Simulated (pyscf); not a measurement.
## Concerted two-bond exchange: HO–AlH₂ → HO–AlH₂

Gas phase, singlet surface, charge 0. Bonds broken: O1–H3, Al2–H4. Bonds formed: O1–H4, Al2–H3. Optimised with ωB97X-D3(BJ)/def2-SVP in PySCF. MP2 and CC: frozen core, UHF for open shells. ΔMP2 is the change of the MP2 total energy from the triple- to the quadruple-zeta basis.

Transition state (Å):

```xyz
5

O     -0.9907    -0.6694    -0.6743
Al    -0.9903    -0.3407     0.9409
H      0.1077    -1.4795    -0.0796
H     -2.0890     0.3088    -0.4430
H     -0.9895    -0.0251     2.4889
```

One imaginary mode, 1949i cm⁻¹; descent along it reached the two sides named.

```tsv
bond	change	reactant side (Å)	saddle	product side
O1–H3	breaks	0.959	1.489	2.8
Al2–H4	breaks	1.577	1.883	2.408
O1–H4	forms	2.8	1.489	0.959
Al2–H3	forms	2.408	1.883	1.577
```

Electronic energies relative to the reactant's lowest minimum found (kJ/mol):

| level | barrier | reaction energy | reverse barrier |
|---|---|---|---|
| ωB97X-D3(BJ)/def2-TZVP | 542.0 | 0.0 | 542.0 |
| PBE/def2-TZVP | 458.6 | 0.0 | 458.6 |
| r²SCAN/def2-TZVP | 493.4 | 0.0 | 493.4 |
| B3LYP-D3(BJ)/def2-TZVP | 503.5 | 0.0 | 503.5 |
| PBE0-D3(BJ)/def2-TZVP | 508.9 | 0.0 | 508.9 |
| M06-2X/def2-TZVP | 530.2 | 0.0 | 530.2 |
| ωB97M-D3(BJ)/def2-TZVP | 521.7 | 0.0 | 521.7 |
| HF/def2-TZVP | 630.3 | 0.0 | 630.3 |
| MP2/def2-QZVPP | 551.8 | 0.0 | 551.8 |
| CCSD/def2-TZVPP | 545.5 | 0.0 | 545.5 |
| CCSD(T)/def2-TZVPP | 521.8 | 0.0 | 521.8 |
| CCSD(T)/def2-TZVPP + ΔMP2(QZVPP) | 522.5 | 0.0 | 522.5 |

With CCSD(T)/def2-TZVPP + ΔMP2(QZVPP) energies and thermal terms (ideal gas, 1 atm, RRHO with modes under 100 cm⁻¹ raised to 100, one conformer, R ln 2 for rigid chiral ones), in kJ/mol:

| T (K) | ΔH‡ | ΔG‡ | ΔH | ΔG |
|---|---|---|---|---|
| 298 | 497.6 | 499.5 | 0.0 | 0.0 |
| 600 | 497.3 | 501.5 | 0.0 | 0.0 |
| 900 | 497.3 | 503.6 | 0.0 | 0.0 |
| 1200 | 497.2 | 505.8 | 0.0 | 0.0 |

The same reactants have a lower exit, to O=AlH + H₂ (barrier +278.0 kJ/mol at ωB97M-D3(BJ), against +521.7 kJ/mol here). This is the saddle that the search found; another between the same sides may lie lower. The CCSD(T) − MP2 part came from Ansatz, without density fitting, on the same reference. The largest closed-shell T1 diagnostic is 0.031, which may signal static correlation.
